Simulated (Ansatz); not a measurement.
# CH2N: the cost of one run

The runs use Ansatz 0.2.0, Gaussian basis; def2-QZVPP, all electrons in the functionals.

To be run: PBE, BLYP, r2SCAN, B97M-V, PBE0, B3LYP, at charge 0, quartet; charge 0, doublet; charge 0, sextet; charge 1, triplet; charge 1, quintet.

## 1. The geometry

The geometry is a PBE0/def2-TZVP stationary point (not a proven minimum).

4 atoms, charge 0, spin multiplicity 4.

Atoms are counted from 1 here; the program's logs count them from 0.

Bond lengths: N1–C2 1.483 Å, C2–H3 1.088 Å, C2–H4 1.088 Å. Angles: N1–C2–H3 115.8°, N1–C2–H4 115.8°, H3–C2–H4 117.5°.

Geometry (Å):

```xyz
4

N    -0.0315    0.0000    0.7755
C     0.0708    0.0000   -0.7036
H    -0.2030   -0.9302   -1.1965
H    -0.2030    0.9302   -1.1966
```

No dispersion term is added; B97M-V holds VV10 nonlocal correlation. B3LYP takes the VWN-RPA correlation.

The geometry shown and the zero of energy belong to the point charge 0, quartet. The yardstick, UCCSD(T), and other wave-function levels (R restricted, U unrestricted, valence and pair active spaces) come from earlier runs.

## 2. PBE, charge 0, quartet

in.yaml reads:

```yaml
crystal:
  periodic: [false, false, false]
  atoms:
    - {symbol: N, position_ang: [-0.031501, 0.000001, 0.775533]}
    - {symbol: C, position_ang: [0.070814, -0.000001, -0.703585]}
    - {symbol: H, position_ang: [-0.203041, -0.930186, -1.196548]}
    - {symbol: H, position_ang: [-0.203042, 0.930183, -1.196550]}
basis:
  gaussian: {orbitals: "def2-QZVPP.json"}
magnetization: {spin_polarized: true, initial_magnetization: 3}
hamiltonian: {xc: {name: PBE}}
output: {orbitals: {seedname: orbitals}}
```

Run with:

```sh
$ ansatz run in.yaml --threads 1 --pin off --events-out ev --progress --plain --max-ram 2393MiB
```

**Question.** How long does this run take on 1 thread of AMD EPYC, shared host?

About 6.5 s.
